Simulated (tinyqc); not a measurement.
RHF in the sto-6g basis, for BH3, spin multiplicity 1, step by step (part 1 of 3). Computed by tinyqc, a small Python program that keeps every step (integrals from PySCF). Settings: charge = 0, multiplicity = 1, basis = sto-6g, energy threshold = 1e-10, iteration cap = 72, orthogonalisation = canonical, start = Wolfsberg-Helmholz matrix, DIIS depth = 6, method = RHF. Command: `OMP_NUM_THREADS=1 python tinyqc.py 24172 24173 out.jsonl` (the two numbers bound the seeds that draw the settings). One thread of a shared host (Intel(R) Xeon(R) Processor @ 2.60GHz), about 0.2 s of CPU time with the checks. Later iterations appear only in the table of the cycle.

## One-electron integrals

Geometry (angstrom):
```
atom          x          y         z
B      0.000000   0.000000  0.035000
H      1.458000   0.000000  0.000000
H     -0.729000   1.262000  0.000000
H     -0.729000  -1.262000  0.000000
```

Basis sto-6g: exponents (1/bohr^2) and contraction coefficients of normalised primitives:
```
element  l (shell)    exponent  coefficient
B            s (1)  506.011147     0.009164
B            s (1)   92.776814     0.049362
B            s (1)   25.955658     0.168538
B            s (1)    8.916445     0.370563
B            s (1)    3.462507     0.416492
B            s (1)    1.426054     0.130334
B            s (2)   23.194575    -0.013253
B            s (2)    4.590810    -0.046992
B            s (2)    1.426819    -0.033785
B            s (2)    0.548948     0.250242
B            s (2)    0.238410     0.595117
B            s (2)    0.109280     0.240706
B            p (3)   23.194575     0.003760
B            p (3)    4.590810     0.037679
B            p (3)    1.426819     0.173897
B            p (3)    0.548948     0.418036
B            p (3)    0.238410     0.425859
B            p (3)    0.109280     0.101708
H            s (1)   35.523221     0.009164
H            s (1)    6.513144     0.049361
H            s (1)    1.822143     0.168538
H            s (1)    0.625955     0.370563
H            s (1)    0.243077     0.416492
H            s (1)    0.100112     0.130334
```

Overlap, kinetic and nuclear-attraction integrals over the contracted functions; the nuclear repulsion is the sum of Za Zb / Rab.

nuclear repulsion = 6.07288379 hartree

overlap S:
```
           1B 1s     1B 2s     1B 2px     1B 2py     1B 2pz      2H 1s      3H 1s      4H 1s
1B 1s   1.000000  0.264891   0.000000   0.000000   0.000000   0.037632   0.037682   0.037682
1B 2s   0.264891  1.000000   0.000000   0.000000   0.000000   0.348096   0.348346   0.348346
1B 2px  0.000000  0.000000   1.000000   0.000000   0.000000   0.389742  -0.195057  -0.195057
1B 2py  0.000000  0.000000   0.000000   1.000000   0.000000   0.000000   0.337672  -0.337672
1B 2pz  0.000000  0.000000   0.000000   0.000000   1.000000  -0.009356  -0.009365  -0.009365
2H 1s   0.037632  0.348096   0.389742   0.000000  -0.009356   1.000000   0.050072   0.050072
3H 1s   0.037682  0.348346  -0.195057   0.337672  -0.009365   0.050072   1.000000   0.050158
4H 1s   0.037682  0.348346  -0.195057  -0.337672  -0.009365   0.050072   0.050158   1.000000
```

kinetic energy T (hartree):
```
            1B 1s      1B 2s     1B 2px     1B 2py     1B 2pz      2H 1s      3H 1s      4H 1s
1B 1s   10.947243  -0.333880   0.000000   0.000000   0.000000  -0.010444  -0.010450  -0.010450
1B 2s   -0.333880   0.374498   0.000000   0.000000   0.000000   0.034632   0.034719   0.034719
1B 2px   0.000000   0.000000   1.125026   0.000000   0.000000   0.121961  -0.061099  -0.061099
1B 2py   0.000000   0.000000   0.000000   1.125026   0.000000   0.000000   0.105770  -0.105770
1B 2pz   0.000000   0.000000   0.000000   0.000000   1.125026  -0.002928  -0.002933  -0.002933
2H 1s   -0.010444   0.034632   0.121961   0.000000  -0.002928   0.768522  -0.009840  -0.009840
3H 1s   -0.010450   0.034719  -0.061099   0.105770  -0.002933  -0.009840   0.768522  -0.009849
4H 1s   -0.010450   0.034719  -0.061099  -0.105770  -0.002933  -0.009840  -0.009849   0.768522
```

nuclear attraction V (hartree):
```
             1B 1s      1B 2s     1B 2px     1B 2py     1B 2pz      2H 1s      3H 1s      4H 1s
1B 1s   -24.480536  -3.032607   0.000015   0.000000   0.000937  -0.471267  -0.471894  -0.471894
1B 2s    -3.032607  -4.825575   0.000125   0.000000   0.008553  -1.377526  -1.378775  -1.378775
1B 2px    0.000015   0.000125  -4.865751   0.000000  -0.000003  -1.454905   0.728319   0.728319
1B 2py    0.000000   0.000000   0.000000  -4.865758   0.000000   0.000000  -1.260784   1.260784
1B 2pz    0.000937   0.008553  -0.000003   0.000000  -4.744682   0.036129   0.036171   0.036171
2H 1s    -0.471267  -1.377526  -1.454905   0.000000   0.036129  -3.464281  -0.185203  -0.185203
3H 1s    -0.471894  -1.378775   0.728319  -1.260784   0.036171  -0.185203  -3.465056  -0.185527
4H 1s    -0.471894  -1.378775   0.728319   1.260784   0.036171  -0.185203  -0.185527  -3.465056
```

core Hamiltonian H = T + V (hartree):
```
             1B 1s      1B 2s     1B 2px     1B 2py     1B 2pz      2H 1s      3H 1s      4H 1s
1B 1s   -13.533292  -3.366487   0.000015   0.000000   0.000937  -0.481710  -0.482344  -0.482344
1B 2s    -3.366487  -4.451077   0.000125   0.000000   0.008553  -1.342894  -1.344056  -1.344056
1B 2px    0.000015   0.000125  -3.740724   0.000000  -0.000003  -1.332944   0.667220   0.667220
1B 2py    0.000000   0.000000   0.000000  -3.740732   0.000000   0.000000  -1.155014   1.155014
1B 2pz    0.000937   0.008553  -0.000003   0.000000  -3.619655   0.033201   0.033237   0.033237
2H 1s    -0.481710  -1.342894  -1.332944   0.000000   0.033201  -2.695759  -0.195043  -0.195043
3H 1s    -0.482344  -1.344056   0.667220  -1.155014   0.033237  -0.195043  -2.696534  -0.195376
4H 1s    -0.482344  -1.344056   0.667220   1.155014   0.033237  -0.195043  -0.195376  -2.696534
```

## Two-electron integrals

Functions are numbered as in S; the eight-fold symmetry (ij|kl) = (ji|kl) = (kl|ij) leaves the list below.

Two-electron integrals (ij|kl) in chemists' order, unique and non-zero (hartree):
```
(11|11) 2.924993    (21|11) 0.480756    (21|21) 0.099484    (22|11) 0.743449
(22|21) 0.188967    (22|22) 0.544922    (31|31) 0.021096    (32|31) 0.030854
(32|32) 0.120443    (33|11) 0.743450    (33|21) 0.188967    (33|22) 0.544922
(33|33) 0.587109    (41|41) 0.021096    (42|41) 0.030854    (42|42) 0.120443
(43|43) 0.031641    (44|11) 0.743450    (44|21) 0.188967    (44|22) 0.544922
(44|33) 0.523827    (44|44) 0.587109    (51|51) 0.021096    (52|51) 0.030854
(52|52) 0.120443    (53|53) 0.031641    (54|54) 0.031641    (55|11) 0.743450
(55|21) 0.188967    (55|22) 0.544922    (55|33) 0.523827    (55|44) 0.523827
(55|55) 0.587109    (61|11) 0.070452    (61|21) 0.014139    (61|22) 0.026687
(61|31) 0.001112    (61|32) 0.002139    (61|33) 0.026975    (61|44) 0.026543
(61|51) -0.000027   (61|52) -0.000051   (61|53) -0.000010   (61|55) 0.026543
(61|61) 0.002085    (62|11) 0.188742    (62|21) 0.048918    (62|22) 0.157684
(62|31) 0.005700    (62|32) 0.035056    (62|33) 0.166978    (62|44) 0.153033
(62|51) -0.000137   (62|52) -0.000842   (62|53) -0.000335   (62|55) 0.153041
(62|61) 0.007412    (62|62) 0.066694    (63|11) 0.186582    (63|21) 0.048987
(63|22) 0.165991    (63|31) 0.009613    (63|32) 0.055750    (63|33) 0.183120
(63|44) 0.157423    (63|51) -0.000115   (63|52) -0.000796   (63|53) -0.000464
(63|55) 0.157430    (63|61) 0.007760    (63|62) 0.081812    (63|63) 0.105075
(64|41) 0.004815    (64|42) 0.022596    (64|43) 0.006356    (64|54) -0.000153
(64|64) 0.006769    (65|11) -0.004479   (65|21) -0.001176   (65|22) -0.003985
(65|31) -0.000115   (65|32) -0.000796   (65|33) -0.004091   (65|44) -0.003779
(65|51) 0.004818    (65|52) 0.022615    (65|53) 0.006363    (65|55) -0.004084
(65|61) -0.000186   (65|62) -0.001964   (65|63) -0.002360   (65|65) 0.006825
(66|11) 0.360916    (66|21) 0.095418    (66|22) 0.348074    (66|31) 0.012376
(66|32) 0.103033    (66|33) 0.387130    (66|44) 0.328528    (66|51) -0.000297
(66|52) -0.002473   (66|53) -0.001407   (66|55) 0.328562    (66|61) 0.014713
(66|62) 0.195962    (66|63) 0.259922    (66|65) -0.006240   (66|66) 0.774999
(71|11) 0.070546    (71|21) 0.014158    (71|22) 0.026722    (71|31) -0.000557
(71|32) -0.001071   (71|33) 0.026686    (71|41) 0.000964    (71|42) 0.001855
(71|43) -0.000187   (71|44) 0.026902    (71|51) -0.000027   (71|52) -0.000051
(71|53) 0.000005    (71|54) -0.000009   (71|55) 0.026578    (71|61) 0.001989
(71|62) 0.006713    (71|63) 0.006583    (71|64) 0.000274    (71|65) -0.000169
(71|66) 0.013054    (71|71) 0.002091    (72|11) 0.188916    (72|21) 0.048963
(72|22) 0.157820    (72|31) -0.002854   (72|32) -0.017549   (72|33) 0.156657
(72|41) 0.004940    (72|42) 0.030380    (72|43) -0.006044   (72|44) 0.163630
(72|51) -0.000137   (72|52) -0.000843   (72|53) 0.000168    (72|54) -0.000290
(72|55) 0.153174    (72|61) 0.006710    (72|62) 0.041717    (72|63) 0.041587
(72|64) 0.004886    (72|65) -0.001202   (72|66) 0.091731    (72|71) 0.007429
(72|72) 0.066796    (73|11) -0.093400   (73|21) -0.024522   (73|22) -0.083088
(73|31) 0.006022    (73|32) 0.030920    (73|33) -0.086789   (73|41) -0.002080
(73|42) -0.014370   (73|43) 0.008324    (73|44) -0.083673   (73|51) 0.000058
(73|52) 0.000399    (73|53) -0.000231   (73|54) 0.000135    (73|55) -0.078803
(73|61) -0.003054   (73|62) -0.016566   (73|63) -0.013622   (73|64) -0.001326
(73|65) 0.000472    (73|66) -0.033676   (73|71) -0.003889   (73|72) -0.040980
(73|73) 0.031408    (74|11) 0.161688    (74|21) 0.042451    (74|22) 0.143837
(74|31) -0.002080   (74|32) -0.014370   (74|33) 0.139227    (74|41) 0.008421
(74|42) 0.047496    (74|43) -0.008056   (74|44) 0.155866    (74|51) -0.000100
(74|52) -0.000690   (74|53) 0.000135    (74|54) -0.000387   (74|55) 0.136418
(74|61) 0.005834    (74|62) 0.038449    (74|63) 0.038325    (74|64) 0.007749
(74|65) -0.001087   (74|66) 0.085322    (74|71) 0.006733    (74|72) 0.070941
(74|73) -0.042633   (74|74) 0.080585    (75|11) -0.004484   (75|21) -0.001177
(75|22) -0.003989   (75|31) 0.000058    (75|32) 0.000399    (75|33) -0.003861
(75|41) -0.000100   (75|42) -0.000690   (75|43) 0.000135    (75|44) -0.004017
(75|51) 0.004824    (75|52) 0.022638    (75|53) -0.003186   (75|54) 0.005515
(75|55) -0.004089   (75|61) -0.000169   (75|62) -0.001202   (75|63) -0.001178
(75|64) -0.000135   (75|65) 0.003774    (75|66) -0.002741   (75|71) -0.000187
(75|72) -0.001967   (75|73) 0.001182    (75|74) -0.002047   (75|75) 0.006838
(76|11) 0.025263    (76|21) 0.006556    (76|22) 0.021576    (76|31) 0.000318
(76|32) 0.002008    (76|33) 0.021781    (76|41) 0.000551    (76|42) 0.003477
(76|43) 0.000204    (76|44) 0.022016    (76|51) -0.000031   (76|52) -0.000193
(76|53) -0.000029   (76|54) -0.000050   (76|55) 0.020930    (76|61) 0.000955
(76|62) 0.007660    (76|63) 0.008772    (76|64) 0.000828    (76|65) -0.000245
(76|66) 0.020362    (76|71) 0.000956    (76|72) 0.007665    (76|73) -0.003672
(76|74) 0.008014    (76|75) -0.000245   (76|76) 0.001148    (77|11) 0.361054
(77|21) 0.095454    (77|22) 0.348185    (77|31) -0.006195   (77|32) -0.051561
(77|33) 0.343299    (77|41) 0.010724    (77|42) 0.089259    (77|43) -0.025396
(77|44) 0.372593    (77|51) -0.000297   (77|52) -0.002476   (77|53) 0.000704
(77|54) -0.001219   (77|55) 0.328663    (77|61) 0.013042    (77|62) 0.091679
(77|63) 0.090688    (77|64) 0.013510    (77|65) -0.002739   (77|66) 0.209469
(77|71) 0.014739    (77|72) 0.196131    (77|73) -0.130110   (77|74) 0.225239
(77|75) -0.006247   (77|76) 0.020362    (77|77) 0.774999    (81|11) 0.070546
(81|21) 0.014158    (81|22) 0.026722    (81|31) -0.000557   (81|32) -0.001071
(81|33) 0.026686    (81|41) -0.000964   (81|42) -0.001855   (81|43) 0.000187
(81|44) 0.026902    (81|51) -0.000027   (81|52) -0.000051   (81|53) 0.000005
(81|54) 0.000009    (81|55) 0.026578    (81|61) 0.001989    (81|62) 0.006713
(81|63) 0.006583    (81|64) -0.000274   (81|65) -0.000169   (81|66) 0.013054
(81|71) 0.001992    (81|72) 0.006719    (81|73) -0.003533   (81|74) 0.005568
(81|75) -0.000170   (81|76) 0.000883    (81|77) 0.013059    (81|81) 0.002091
(82|11) 0.188916    (82|21) 0.048963    (82|22) 0.157820    (82|31) -0.002854
(82|32) -0.017549   (82|33) 0.156657    (82|41) -0.004940   (82|42) -0.030380
(82|43) 0.006044    (82|44) 0.163630    (82|51) -0.000137   (82|52) -0.000843
(82|53) 0.000168    (82|54) 0.000290    (82|55) 0.153174    (82|61) 0.006710
(82|62) 0.041717    (82|63) 0.041587    (82|64) -0.004886   (82|65) -0.001202
(82|66) 0.091731    (82|71) 0.006719    (82|72) 0.041758    (82|73) -0.025057
(82|74) 0.033593    (82|75) -0.001203   (82|76) 0.005367    (82|77) 0.091769
(82|81) 0.007429    (82|82) 0.066796    (83|11) -0.093400   (83|21) -0.024522
(83|22) -0.083088   (83|31) 0.006022    (83|32) 0.030920    (83|33) -0.086789
(83|41) 0.002080    (83|42) 0.014370    (83|43) -0.008324   (83|44) -0.083673
(83|51) 0.000058    (83|52) 0.000399    (83|53) -0.000231   (83|54) -0.000135
(83|55) -0.078803   (83|61) -0.003054   (83|62) -0.016566   (83|63) -0.013622
(83|64) 0.001326    (83|65) 0.000472    (83|66) -0.033676   (83|71) -0.003533
(83|72) -0.025057   (83|73) 0.018461    (83|74) -0.019849   (83|75) 0.000707
(83|76) -0.002595   (83|77) -0.057120   (83|81) -0.003889   (83|82) -0.040980
(83|83) 0.031408    (84|11) -0.161688   (84|21) -0.042451   (84|22) -0.143837
(84|31) 0.002080    (84|32) 0.014370    (84|33) -0.139227   (84|41) 0.008421
(84|42) 0.047496    (84|43) -0.008056   (84|44) -0.155866   (84|51) 0.000100
(84|52) 0.000690    (84|53) -0.000135   (84|54) -0.000387   (84|55) -0.136418
(84|61) -0.005834   (84|62) -0.038449   (84|63) -0.038325   (84|64) 0.007749
(84|65) 0.001087    (84|66) -0.085322   (84|71) -0.005568   (84|72) -0.033593
(84|73) 0.019849    (84|74) -0.024305   (84|75) 0.000953    (84|76) -0.004492
(84|77) -0.071827   (84|81) -0.006733   (84|82) -0.070941   (84|83) 0.042633
(84|84) 0.080585    (85|11) -0.004484   (85|21) -0.001177   (85|22) -0.003989
(85|31) 0.000058    (85|32) 0.000399    (85|33) -0.003861   (85|41) 0.000100
(85|42) 0.000690    (85|43) -0.000135   (85|44) -0.004017   (85|51) 0.004824
(85|52) 0.022638    (85|53) -0.003186   (85|54) -0.005515   (85|55) -0.004089
(85|61) -0.000169   (85|62) -0.001202   (85|63) -0.001178   (85|64) 0.000135
(85|65) 0.003774    (85|66) -0.002741   (85|71) -0.000170   (85|72) -0.001203
(85|73) 0.000707    (85|74) -0.000953   (85|75) 0.003779    (85|76) -0.000167
(85|77) -0.002742   (85|81) -0.000187   (85|82) -0.001967   (85|83) 0.001182
(85|84) 0.002047    (85|85) 0.006838    (86|11) 0.025263    (86|21) 0.006556
(86|22) 0.021576    (86|31) 0.000318    (86|32) 0.002008    (86|33) 0.021781
(86|41) -0.000551   (86|42) -0.003477   (86|43) -0.000204   (86|44) 0.022016
(86|51) -0.000031   (86|52) -0.000193   (86|53) -0.000029   (86|54) 0.000050
(86|55) 0.020930    (86|61) 0.000955    (86|62) 0.007660    (86|63) 0.008772
(86|64) -0.000828   (86|65) -0.000245   (86|66) 0.020362    (86|71) 0.000883
(86|72) 0.005367    (86|73) -0.002595   (86|74) 0.004492    (86|75) -0.000167
(86|76) 0.000861    (86|77) 0.011699    (86|81) 0.000956    (86|82) 0.007665
(86|83) -0.003672   (86|84) -0.008014   (86|85) -0.000245   (86|86) 0.001148
(87|11) 0.025306    (87|21) 0.006567    (87|22) 0.021613    (87|31) -0.000638
(87|32) -0.004024   (87|33) 0.022173    (87|44) 0.021700    (87|51) -0.000031
(87|52) -0.000193   (87|53) 0.000058    (87|55) 0.020965    (87|61) 0.000884
(87|62) 0.005371    (87|63) 0.005193    (87|65) -0.000167   (87|66) 0.011716
(87|71) 0.000958    (87|72) 0.007679    (87|73) -0.005118   (87|74) 0.007199
(87|75) -0.000246   (87|76) 0.000862    (87|77) 0.020402    (87|81) 0.000958
(87|82) 0.007679    (87|83) -0.005118   (87|84) -0.007199   (87|85) -0.000246
(87|86) 0.000862    (87|87) 0.001153    (88|11) 0.361054    (88|21) 0.095454
(88|22) 0.348185    (88|31) -0.006195   (88|32) -0.051561   (88|33) 0.343299
(88|41) -0.010724   (88|42) -0.089259   (88|43) 0.025396    (88|44) 0.372593
(88|51) -0.000297   (88|52) -0.002476   (88|53) 0.000704    (88|54) 0.001219
(88|55) 0.328663    (88|61) 0.013042    (88|62) 0.091679    (88|63) 0.090688
(88|64) -0.013510   (88|65) -0.002739   (88|66) 0.209469    (88|71) 0.013059
(88|72) 0.091769    (88|73) -0.057120   (88|74) 0.071827    (88|75) -0.002742
(88|76) 0.011699    (88|77) 0.209551    (88|81) 0.014739    (88|82) 0.196131
(88|83) -0.130110   (88|84) -0.225239   (88|85) -0.006247   (88|86) 0.020362
(88|87) 0.020402    (88|88) 0.774999
```

## Orthogonalisation

S = U s U^T; canonical form X = U s^(-1/2), so that X^T S X = 1. Each column of U has its largest component positive (the first on a tie).

eigenvalues of S: 0.403701  0.496723  0.496836  0.966890  1.001283  1.453119  1.453120  1.728329

X:
```
                1          2          3          4          5          6          7          8
1B 1s   -0.411874   0.000000  -0.000910   0.913876   0.176733   0.000000   0.000283   0.231625
1B 2s    1.166665   0.000000   0.001964  -0.015605   0.019960   0.000000   0.000468   0.510196
1B 2px  -0.002061   0.000000   0.976575   0.000033  -0.000002   0.000000   0.601742  -0.000444
1B 2py   0.000000   0.976630   0.000000   0.000000   0.000000   0.601775   0.000000   0.000000
1B 2pz  -0.026444   0.000000  -0.000036  -0.196119   0.980341   0.000000  -0.000006  -0.011450
2H 1s   -0.559691   0.000000  -0.841165  -0.231356  -0.044812   0.000000   0.466490   0.296573
3H 1s   -0.562306  -0.727801   0.419209  -0.231132  -0.044770   0.403758  -0.232881   0.297117
4H 1s   -0.562306   0.727801   0.419209  -0.231132  -0.044770  -0.403758  -0.232881   0.297117
```

Within a degenerate level the vectors are fixed only up to a rotation; this is one choice.

## Starting guess

The start is the generalised Wolfsberg-Helmholz matrix (K = 1.75) built on H; D = 2 C_occ C_occ^T.

D at the start:
```
            1B 1s      1B 2s     1B 2px     1B 2py     1B 2pz      2H 1s      3H 1s      4H 1s
1B 1s    2.045488  -0.183435  -0.000107   0.000000   0.008361  -0.160047  -0.160102  -0.160102
1B 2s   -0.183435   0.879028   0.000362   0.000000  -0.023898   0.350811   0.350839   0.350839
1B 2px  -0.000107   0.000362   1.160315   0.000000  -0.000012   0.478045  -0.238971  -0.238971
1B 2py   0.000000   0.000000   0.000000   1.160055   0.000000   0.000000   0.414032  -0.414032
1B 2pz   0.008361  -0.023898  -0.000012   0.000000   0.000655  -0.009684  -0.009684  -0.009684
2H 1s   -0.160047   0.350811   0.478045   0.000000  -0.009684   0.340594   0.045290   0.045290
3H 1s   -0.160102   0.350839  -0.238971   0.414032  -0.009684   0.045290   0.340836   0.045294
4H 1s   -0.160102   0.350839  -0.238971  -0.414032  -0.009684   0.045290   0.045294   0.340836
```
